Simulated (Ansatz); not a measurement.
# N₂ (triplet): from Hartree-Fock to the top rungs, def2-QZVPP

An exercise on one series of results from a longer session: the logs are not shown, and one member is left open.

Computed with Ansatz 0.2.0, Gaussian basis. Level: def2-QZVPP, core rule «outside noble gas», up to 2 orbitals frozen.

The runs, in order: UHF; ROHF; CCSD(T) on UHF.

2 further runs of the same task are left out: 2 set aside as unsound or not needed.

### The geometry

The geometry is a PBE0/def2-TZVP stationary point (not a proven minimum).

2 atoms, charge 0, spin multiplicity 3.

Atoms are counted from 1 here; the program's logs count them from 0.

Bond lengths: N1–N2 1.266 Å.

The first run:

in.yaml

```yaml
crystal:
  periodic: [false, false, false]
  atoms:
    - {symbol: N, position_ang: [0.000000, 0.000000, 0.000000]}
    - {symbol: N, position_ang: [0.000000, 0.000000, 1.266308]}
basis:
  gaussian: {orbitals: "def2-QZVPP.json"}
magnetization: {spin_polarized: true, initial_magnetization: 2}
hamiltonian: {xc: hf}
output: {orbitals: {seedname: orbitals}}
```

Run with:

```sh
> ansatz run in.yaml --threads 1 --pin off --events-out ev --progress --plain --max-ram 2393MiB
```

Steps of the session up to this table: UHF; ROHF; CCSD(T) on UHF.

One table of the session follows, with a row left open; its other results are not shown here.

| method | from UCCSD(T) (meV) |
| --- | --- |
| ROHF | +10308.9 |
| UHF | +9943.0 |
| UMP2 | +1673.3 |
| UCCSD | ? |
| UCCSD(T) | 0 |

**Question.** Estimate the row for UCCSD.

**Answer.** from UCCSD(T) (meV): +525.0. In the column «from UCCSD(T) (meV)» it lies between UCCSD(T) (0) and UMP2 (+1673.3).

The program flags UCCSD(T) as in doubt (see the logs), so the zero of the table is itself unsure.

To keep in mind: The program flags UCCSD(T) as in doubt, so the zero of the table is itself unsure.
